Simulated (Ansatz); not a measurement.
# GeH4: how the atomization moves with the basis

GeH4, singlet; coordinates (Å): Ge 0.000 0.000 0.000; H 0.884 0.887 0.886; H -0.888 -0.884 0.886; H -0.884 0.885 -0.889; H 0.887 -0.888 -0.882. Quantity: atomization.

Ansatz 0.2.0, basis 6-31G or cc-pVDZ or cc-pVTZ; geometries are PBE0/def2-TZVP minima. Wave-function levels freeze the cores with the filled d shells of p-block atoms; HF, MP2 and coupled cluster are restricted for singlets and unrestricted otherwise, atoms included (their steps beyond CCSDT(Q) come from restricted open-shell runs), restricted open-shell where a d shell is frozen, Kohn–Sham unrestricted where that lies lower. The reference is CCSDT(Q) or full CI (coupled cluster only where its series has nearly closed). Semilocal and hybrid functionals correlate all electrons outside any core potential and usually lie nearer their basis limit than the reference, so part of their error here is the reference's basis and frozen-core error; RPA and the MP2 part of double hybrids freeze the same cores as the reference. None of these values is a measured one. Energies are electronic, without zero-point terms. No spin–orbit coupling and no scalar relativity. The species are chosen: bound, without strong static correlation by their natural occupations or amplitudes, in their lowest spin state as far as vertical gaps and like structures tell, and with a ladder that closes on the reference, so errors are smaller than for species at large; levels whose determinant breaks symmetry or spin markedly are left out.

| level | 6-31G (kJ/mol) | cc-pVDZ (kJ/mol) | cc-pVTZ (kJ/mol) |
| --- | --- | --- | --- |
| reference | 1034.8 (full CI) | 1163.1 (full CI) | 1213.2 (CCSDT(Q)) |
| CCSD(T) | 1033.9 | 1162.2 | 1212.7 |
| CCSDT | 1034.6 | 1163.0 | 1213.1 |
| PBE | 1180.9 | 1189.5 | 1198.0 |
| r2SCAN | 1210.7 | 1222.6 | 1234.9 |
| wB97M-V | 1207.9 | 1229.0 | 1227.6 |
| B2PLYP | 1136.6 | 1190.8 | 1215.4 |
| RPA-PBE | 1015.3 | 1142.4 | 1175.3 |

From 6-31G to cc-pVTZ the reference moves by 178.4 kJ/mol and PBE by 17.1; the step from CCSD(T) to the reference is 0.9 in the first and 0.5 in the last.
